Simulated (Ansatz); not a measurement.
hcp Ru was calculated with rVV10 in Ansatz (plane waves, PAW).

Run with plane-wave cutoff 520 eV, 24×24×14 k mesh (along the axes of the cell as run), Fermi–Dirac smearing 0.05 eV, no spin polarisation, scalar-relativistic PAW data made under PBE.

The volume scan:

| V (Å³/atom) | E − E_lowest (meV/atom) | P (GPa) |
|---|---|---|
| 13.566 | 22.56 | 13.31 |
| 13.848 | 5.42 | 6.26 |
| 14.131 | 0.00 | 0.00 |
| 14.414 | 5.01 | -5.57 |
| 14.696 | 19.28 | -10.52 |

Estimate the bulk modulus from the pressures at 13.848 and 14.414 Å³/atom, and compare it with a fit to all energies.

B = −V dP/dV. Between V = 13.848 and 14.414 Å³/atom, dP/dV = (-5.57 − (6.26))/(14.414 − 13.848) = -20.9 GPa per Å³/atom; at the midpoint 14.131 Å³/atom this gives B ≈ 295 GPa. The third-order Birch–Murnaghan fit gives V0 = 14.131 Å³/atom, B0 = 295 GPa, B′ = 4.9, which lies within 1 % of that estimate.

Shape and atoms are relaxed at each volume.

Measured, for comparison: bulk modulus 318 GPa (zero-point energy and finite temperature contributions removed, our sources range from 318 to 336; as tabulated in doi:10.1021/acs.jctc.3c00612). Computed (rounded) less measured: bulk modulus -7 % (-7 % to -12 % over the range).

Note: the bulk modulus comes from volumes at which shape and atoms were relaxed.

The computed numbers hold no vibrational or temperature effects.

Ansatz is a first-principles code.
